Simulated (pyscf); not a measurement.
H₂B–NH₂ + CH₄ → H₃C–BH–NH₂ + H₂, a four-centre exchange (singlet surface; B–H, C–H broken, B–C, H–H formed). Optimised with ωB97X-D3(BJ)/def2-SVP in PySCF. Energies in kcal/mol from the separated reactants.

Small-basis levels: PySCF, no dispersion term, spherical d functions. AM1 to PM7: differences of heats of formation from MOPAC, which are fitted to 298 K values and so differ in kind from electronic energies by zero-point and thermal terms. Cost: rough CPU time at the saddle relative to B3LYP/6-31G*, from one job on a shared machine.

| level | barrier | reaction energy | cost |
|---|---|---|---|
| HF/STO-3G | 102.7 | +9.8 | 0.06 |
| HF/3-21G | 87.6 | +9.1 | 0.08 |
| SVWN5/6-31G* | 38.1 | +4.7 | 0.9 |
| BP86/6-31G* | 52.9 | +6.9 | 1 |
| PBE/6-31G* | 49.8 | +6.4 | 1 |
| B3LYP/STO-3G | 82.3 | +7.0 | 0.5 |
| B3LYP/3-21G | 68.1 | +7.3 | 0.6 |
| B3LYP/LANL2DZ | 67.8 | +8.0 | 0.9 |
| B3LYP/6-311+G** | 57.5 | +7.4 | 2 |
| B3LYP/def2-SVP | 56.0 | +7.1 | 1 |
| PM3 | 38.8 | -18.0 | under 0.02 |
| PM7 | 36.4 | -32.4 | under 0.02 |
| ωB97M-D3(BJ)/def2-TZVP | 53.3 | +5.8 | – |

Against the last row the barrier runs from -16.9 (PM7) to +49.4 kcal/mol (HF/STO-3G). ωB97M-D3(BJ)/def2-TZVP has limits of its own. At the saddle there is also a short B–H contact that neither side keeps. This is the saddle that the search found; another between the same sides may lie lower.
